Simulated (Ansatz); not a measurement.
Geometry optimisation, Ansatz 0.2.0, RHF/def2-SVP.

Input:

```yaml
crystal:
  periodic: [false, false, false]
  atoms:
    - { symbol: B, position_ang: [0.204156, -0.195206, 0.270195] }
    - { symbol: H, position_ang: [0.005283, -0.444195, 1.415563] }
    - { symbol: C, position_ang: [1.723772, 0.026012, -0.093463] }
    - { symbol: H, position_ang: [2.260577, -0.911546, 0.092509] }
    - { symbol: H, position_ang: [1.911468, 0.334577, -1.12409] }
    - { symbol: H, position_ang: [2.161569, 0.764719, 0.585314] }
    - { symbol: O, position_ang: [-0.787572, -0.126819, -0.63172] }
    - { symbol: H, position_ang: [-1.649654, -0.294342, -0.285908] }
basis:
  gaussian: { orbitals: def2-SVP }
hamiltonian:
  xc: hf
relax:
  f_tol: 0.03
  max_steps: 50
```

Launched with:

```bash
$ ansatz run input.yaml --threads 1 --pin off --max-ram 2048MiB --backend cpu --events-out ev --progress --plain --runs-dir out
```

Q: Where does it end, and by what steps?

A: The forces met the threshold. After 4 steps the energy has fallen by 0.040 eV; H2 moved furthest, 0.10 Å.

```tsv
step	energy less start (eV)	largest force component (eV/Å)	accepted
0	0.0000	0.685	yes
1	-0.0353	0.264	yes
2	-0.0396	0.075	yes
3	-0.0394	0.124	no
4	-0.0400	0.029	yes
```

```xyz
8
Properties=species:S:1:pos:R:3
B 0.221 -0.207 0.306
H -0.089 -0.478 1.444
C 1.729 0.023 -0.091
H 2.297 -0.898 0.081
H 1.855 0.318 -1.134
H 2.183 0.784 0.551
O -0.747 -0.114 -0.626
H -1.619 -0.274 -0.302
```

Whether the end is a true minimum wasn't checked by a vibrational analysis.

The run took 6.6 s on 1 thread of Intel(R) Xeon(R) Platinum 8259CL CPU @ 2.50GHz (Skylake/Cascade Lake), with other jobs on the host, peak memory 0.14 GiB.
